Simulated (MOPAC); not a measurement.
Job for MOPAC: PM3 on Cl (SMILES [Cl]), 2S+1 = 2.

```
PM3 1SCF PRECISE CHARGE=0 UHF MS=0.5 THREADS=1
Cl

Cl     0.00000000 1     0.00000000 1     0.00000000 1
```

It printed:

```
*******************************************************************************
 **                                                                           **
 **                              MOPAC v23.2.5                                **
 **                                                                           **
 *******************************************************************************
 ** MOPAC's Digital Object Identifier: https://doi.org/10.5281/zenodo.6511958 **
 **                                                                           **
 ** Please cite the open-source release paper for use of this MOPAC version:  **
 ** J. E. Moussa and J. J. P. Stewart (2026)                                  **
 ** MOPAC: An open-source semiempirical molecular orbital program             **
 ** J. Open Source Softw., 11(119), 8025, https://doi.org/10.21105/joss.08025 **
 *******************************************************************************

                              PM3 CALCULATION RESULTS

 *******************************************************************************
 *  PM3        - The PM3 Hamiltonian to be used
 *  UHF        - UNRESTRICTED HARTREE-FOCK CALCULATION
 *
 *
 *
 *                 CHARGE ON SYSTEM = 0
 *
 *
 *
 *  MS=        - IN MECI, MAGNETIC COMPONENT OF SPIN =  0.5
 *  PRECISE    - TIGHTER CRITERIA TO BE USED
 *  1SCF       - DO 1 SCF AND THEN STOP
 *  THREADS=1  - MULTI-THREADING NOT USED
 *  T=         - A TIME OF 172800.0 SECONDS REQUESTED
 *  DUMP=N     - RESTART FILE WRITTEN EVERY 7200.0 SECONDS REQUESTED
 *******************************************************************************
PM3 1SCF PRECISE CHARGE=0 UHF MS=0.5 THREADS=1
 Cl

   ATOM   CHEMICAL          X               Y               Z
  NUMBER   SYMBOL      (ANGSTROMS)     (ANGSTROMS)     (ANGSTROMS)

     1      Cl          0.00000000  *   0.00000000  *   0.00000000  *



          CARTESIAN COORDINATES

    NO.       ATOM           X           Y           Z

     1        Cl          0.0000      0.0000      0.0000

 Cl: (PM3): J. J. P. STEWART, J. COMP. CHEM. 10, 209 (1989).

           Empirical Formula: Cl  =     1 atoms



      MOLECULAR POINT GROUP   :   R3


          UHF CALCULATION, NO. OF ALPHA ELECTRONS =    4
                           NO. OF BETA  ELECTRONS =    3

 -------------------------------------------------------------------------------
 PM3 1SCF PRECISE CHARGE=0 UHF MS=0.5 THREADS=1
 Cl



     1SCF WAS SPECIFIED, SO BFGS WAS NOT USED
     SCF FIELD WAS ACHIEVED


                              PM3 CALCULATION
                                                       MOPAC v23.2.5 Linux




          FINAL HEAT OF FORMATION =         28.99000 KCAL/MOL =     121.29416 KJ/MOL


          COSMO AREA              =         52.81 SQUARE ANGSTROMS
          COSMO VOLUME            =         36.09 CUBIC ANGSTROMS

          IONIZATION POTENTIAL    =         10.973672 EV
          ALPHA SOMO LUMO (EV)    =        -10.983
          BETA  SOMO LUMO (EV)    =        -10.974 -3.479
          NO. OF ALPHA ELECTRONS  =          4
          NO. OF BETA  ELECTRONS  =          3
          MOLECULAR WEIGHT        =         35.4530         POINT GROUP:  R3


          SCF CALCULATIONS        =          1





   ATOM   CHEMICAL          X               Y               Z
  NUMBER   SYMBOL      (ANGSTROMS)     (ANGSTROMS)     (ANGSTROMS)

     1      Cl          0.00000000  *   0.00000000  *   0.00000000  *

                             CARTESIAN COORDINATES

   1   Cl        0.000000000     0.000000000     0.000000000


           Empirical Formula: Cl  =     1 atoms



      MOLECULAR POINT GROUP   :   R3


          ALPHA EIGENVALUES
 -54.81603 -11.00076 -10.98270 -10.98270


           BETA EIGENVALUES
 -51.33488 -10.97367 -10.97367  -3.47855


              NET ATOMIC CHARGES AND DIPOLE CONTRIBUTIONS

  ATOM NO.   TYPE          CHARGE      No. of ELECS.   s-Pop       p-Pop
    1         Cl           0.000000        7.0000     2.00000     5.00000
 DIPOLE           X         Y         Z       TOTAL
 POINT-CHG.     0.000     0.000     0.000     0.000
 HYBRID        -0.000     0.000     0.000     0.000
 SUM           -0.000     0.000     0.000     0.000


          ATOMIC ORBITAL ELECTRON POPULATIONS

     Atom    s        px        py        pz
    1 Cl   2.00000   2.00000   2.00000   1.00000


                    (SZ)    =    0.500000
                    (S**2)  =    0.750000


          ATOMIC ORBITAL SPIN POPULATIONS

    Atom   Total    s     px     py     pz
         Atomic
    1 Cl  1.0000  0.000 -0.000  0.000  1.000

 **********************
 *                    *
 * JOB ENDED NORMALLY *
 *                    *
 **********************




 == MOPAC DONE ==
```

The run finished.

Cost: roughly 0.020 core-seconds.
